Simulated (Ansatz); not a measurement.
## Worked example: correlation energy of HP–Si–P, sextet

Geometry: that of the HP–Si–P, quartet, kept fixed.

```yaml
atoms:
  - { symbol: P, position_ang: [0.0000, -0.4396, 1.7121] }
  - { symbol: Si, position_ang: [0.0000, 0.8419, 0.0290] }
  - { symbol: P, position_ang: [0.0000, -0.3427, -1.8263] }
  - { symbol: H, position_ang: [0.0000, 0.5845, 2.7017] }
```

Basis cc-pVDZ; Ansatz 0.2.0. Correlated methods freeze the noble-gas cores, which leaves 15 electrons in 44 orbitals. R marks a restricted (for open shells ROHF) determinant, U an unrestricted one.

Full CI isn't at hand for all of this; UCCSDT(Q) serves as the reference, and is uncertain by about the last step of the cluster series.

Runs differ by some tens of microhartree through their thresholds and, for an open shell, their frozen cores, so steps under 0.03 kcal/mol mean nothing.

```tsv
level	total energy (hartree)
UHF	-970.865180
UMP2	-971.090451
UCCSD	-971.139387
UCCSD(T)	-971.148284
UCCSDT	-971.150017
UCCSDT(Q)	-971.150663
```

Question: What is the correlation energy at UCCSDT(Q), and what share of it do UMP2 and UCCSD recover?

Answer: E(corr) = -971.150663 − (-970.865180) = -0.285483 hartree = -7.768 eV. UMP2: -0.225271 / -0.285483 = 78.91 %. UCCSD: -0.274207 / -0.285483 = 96.05 %.

Question: By how many kcal/mol does UCCSD(T) miss UCCSDT(Q) (1 hartree = 627.509 kcal/mol), and which steps make up the rest?

Answer: -971.148284 − (-971.150663) = 0.002379 hartree = 1.49 kcal/mol. Steps: UCCSDT − UCCSD(T) = -1.09, UCCSDT(Q) − UCCSDT = -0.41 kcal/mol. Differences between like states or geometries often cancel part of this.
